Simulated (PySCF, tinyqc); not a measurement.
Inside a calculation. Method: FCI on RHF in the sto-3g basis, frozen core, for HF, spin multiplicity 1. The lowest restricted solution is unstable here: a spin-polarised one lies 0.0110 hartree lower (PySCF). One step of it, computed by the program tinyqc.

Question. FCI: roots. Diagonalise (each vector has its largest component positive (the first on a tie)); all determinants have Ms = 0, so triplets appear too. The lowest singlet root is the correlation energy.

Occupation strings over the orbitals (2 doubly, a alpha, b beta, 0 empty; spin orbitals ordered 1a 1b 2a 2b ...): 222220 2222ab 2a222b 2222ba 2b222a 222202 2a22b2 222022 220222 2b22a2 202222

H - E(HF) between determinants (hartree):
```
           222220     2222ab     2a222b     2222ba     2b222a     222202     2a22b2     222022
222220   0.000000   0.000000   0.000000   0.000000   0.000000   0.240807  -0.032602   0.028657
2222ab   0.000000   0.382015  -0.008980  -0.240807  -0.032602   0.061299   0.075136   0.023150
2a222b   0.000000  -0.008980   1.188297  -0.032602  -0.091303  -0.075136  -0.220367   0.025742
2222ba   0.000000  -0.240807  -0.032602   0.382015  -0.008980  -0.061299  -0.029650  -0.023150
2b222a   0.000000  -0.032602  -0.091303  -0.008980   1.188297   0.075136   0.080577  -0.025742
222202   0.240807   0.061299  -0.075136  -0.061299   0.075136   0.809743   0.061331   0.033806
2a22b2  -0.032602   0.075136  -0.220367  -0.029650   0.080577   0.061331   1.642503   0.025174
222022   0.028657   0.023150   0.025742  -0.023150  -0.025742   0.033806   0.025174   0.818290
220222   0.028657   0.023150   0.025742  -0.023150  -0.025742   0.033806   0.025174   0.053770
2b22a2   0.032602  -0.029650   0.080577   0.075136  -0.220367  -0.061331  -0.130051  -0.025174
202222   0.091303   0.080577   0.026611  -0.080577  -0.026611   0.130051   0.096223   0.190435

           220222     2b22a2     202222
222220   0.028657   0.032602   0.091303
2222ab   0.023150  -0.029650   0.080577
2a222b   0.025742   0.080577   0.026611
2222ba  -0.023150   0.075136  -0.080577
2b222a  -0.025742  -0.220367  -0.026611
222202   0.033806  -0.061331   0.130051
2a22b2   0.025174  -0.130051   0.096223
222022   0.053770  -0.025174   0.190435
220222   0.818290  -0.025174   0.190435
2b22a2  -0.025174   1.642503  -0.096223
202222   0.190435  -0.096223   2.654995
```

Give: lowest roots of this matrix, relative to E(HF); lowest vectors; <S^2> of these roots; weight of the ground state by excitation level 0, 1, 2, ....

Answer.

lowest roots of this matrix, relative to E(HF) (hartree): -0.071  0.138  0.583  0.765  0.792  0.894  1.055  1.158

lowest vectors:
```
        root 1  root 2  root 3  root 4
222220   0.962   0.000  -0.102   0.000
2222ab   0.024   0.706   0.673   0.000
2a222b  -0.009   0.028  -0.075   0.000
2222ba  -0.024   0.706  -0.673   0.000
2b222a   0.009   0.028   0.075   0.000
222202  -0.267   0.000  -0.250   0.000
2a22b2   0.025  -0.021  -0.065   0.000
222022  -0.018   0.000  -0.032   0.707
220222  -0.018   0.000  -0.032  -0.707
2b22a2  -0.025  -0.021   0.065   0.000
202222  -0.020   0.000  -0.018   0.000
```

<S^2> of these roots: 0.000  2.000  0.000  0.000  0.000  0.000  2.000  0.000

weight of the ground state by excitation level 0, 1, 2, ...: 0.925  0.001  0.073
